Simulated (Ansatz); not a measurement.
H5OPSi, SMILES `[SiH3]OP`. Total charge 0; spin multiplicity 1.

```xyz
8

Si    0.832   -0.079   -0.996
O    -0.462    0.295   -0.043
P    -0.859   -0.309    1.435
H     2.035    0.672   -0.552
H     0.472    0.323   -2.376
H     1.115   -1.536   -0.934
H    -2.275   -0.274    1.288
H    -0.859    0.908    2.178
```

Q: List the harmonic frequencies (cm⁻¹, unscaled) at PBE0-D4/def2-TZVP in Ansatz. (An estimate is asked.)

A: Ansatz gave: 26, 82, 156, 628, 717, 728, 902, 930, 945, 959, 988, 1079, 1129, 2228, 2229, 2256, 2359, 2374.

Q: Is this a minimum?

A: Yes, all 18 modes are real.

Q: Give the ideal-gas thermochemistry at 298.15 K and 1 bar (rigid rotor, harmonic oscillator; point group C1, symmetry number 1).

A: Zero-point energy 123.9 kJ/mol; H(298) − E = 141.5 kJ/mol; entropy 324.8 J/(mol·K), of which translation 163.5, rotation 101.9, vibration 59.4; G(298) − E = 44.6 kJ/mol. Modes under 100 cm⁻¹ are hindered rotations or soft bends, so the harmonic entropy is rough.

Q: And at 400, 500, 600, 800 and 1000 K?

A: 
| T (K) | H − E (kJ/mol) | S (J/mol/K) | G − E (kJ/mol) |
| --- | --- | --- | --- |
| 400 | 150.5 | 350.7 | 10.2 |
| 500 | 160.8 | 373.7 | -26.0 |
| 600 | 172.3 | 394.6 | -64.5 |
| 800 | 198.1 | 431.7 | -147.2 |
| 1000 | 226.7 | 463.5 | -236.8 |
